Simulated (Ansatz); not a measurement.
Total energies of C3H7Cl, SMILES `CCCCl`.

Z-matrix (Å, degrees):
```
C
C 1 1.517
H 1 1.091 2 111.0
H 1 1.092 2 111.0 3 120.1
H 1 1.094 2 111.1 3 -120.0
C 2 1.511 1 114.0 3 61.1
H 2 1.094 1 110.4 3 -61.9
H 2 1.097 1 109.9 3 -179.2
Cl 6 1.790 2 112.2 1 -64.7
H 6 1.089 2 111.6 1 176.4
H 6 1.091 2 111.6 1 54.3
```

Charge 0, multiplicity 1. The geometry is a stationary point of PBE0-D4/def2-TZVP. It is one conformer, not always the lowest. Basis def2-TZVPP, the Gaussian-basis code of Ansatz.

RPA on PBE orbitals: Hartree–Fock energy of these orbitals -577.20189 Eh, correlation -1.21631 Eh (frozen core).

```json
{"functional": "LDA (SPW92)", "energy without D4 (Eh)": "-576.17141", "D4 term (kJ/mol)": "–"}
{"functional": "revPBE", "energy without D4 (Eh)": "-578.67420", "D4 term (kJ/mol)": "-65.4"}
{"functional": "B97M-V", "energy without D4 (Eh)": "-578.68055", "D4 term (kJ/mol)": "–"}
{"functional": "r2SCANh", "energy without D4 (Eh)": "-578.68445", "D4 term (kJ/mol)": "-4.9"}
{"functional": "HSE06 (plane-wave form)", "energy without D4 (Eh)": "-578.48220", "D4 term (kJ/mol)": "-14.5"}
{"functional": "BHLYP", "energy without D4 (Eh)": "-578.71879", "D4 term (kJ/mol)": "-21.1"}
{"functional": "CAM-B3LYP", "energy without D4 (Eh)": "-578.73954", "D4 term (kJ/mol)": "-15.7"}
{"functional": "ωB97X-V", "energy without D4 (Eh)": "-578.69661", "D4 term (kJ/mol)": "–"}
{"functional": "ωB97M-V", "energy without D4 (Eh)": "-578.69996", "D4 term (kJ/mol)": "–"}
{"functional": "B2PLYP", "energy without D4 (Eh)": "-578.54959", "D4 term (kJ/mol)": "–"}
```

Task: Give the same for PBE, BLYP, r2SCAN, PBE0, B3LYP, r2SCAN0, LC-ωPBE, PBE-QIDH. (An estimate is asked.)

Result: The calculation gave: 
```json
{"functional": "PBE", "energy without D4 (Eh)": "-578.43622", "D4 term (kJ/mol)": "-18.9"}
{"functional": "BLYP", "energy without D4 (Eh)": "-578.71797", "D4 term (kJ/mol)": "-42.7"}
{"functional": "r2SCAN", "energy without D4 (Eh)": "-578.68915", "D4 term (kJ/mol)": "-4.7"}
{"functional": "PBE0", "energy without D4 (Eh)": "-578.49768", "D4 term (kJ/mol)": "-15.8"}
{"functional": "B3LYP", "energy without D4 (Eh)": "-578.82017", "D4 term (kJ/mol)": "-30.3"}
{"functional": "r2SCAN0", "energy without D4 (Eh)": "-578.67820", "D4 term (kJ/mol)": "-5.4"}
{"functional": "LC-ωPBE", "energy without D4 (Eh)": "-578.60277", "D4 term (kJ/mol)": "–"}
{"functional": "PBE-QIDH", "energy without D4 (Eh)": "-578.40004", "D4 term (kJ/mol)": "–"}
```

B3LYP takes the VWN-RPA correlation (the form of Gaussian; ORCA's B3LYP/G). HSE06 is the plane-wave form, built on full-range PBE exchange. The double hybrids freeze the cores in their second-order part.

LC-ωPBE has ω = 0.4 bohr⁻¹.
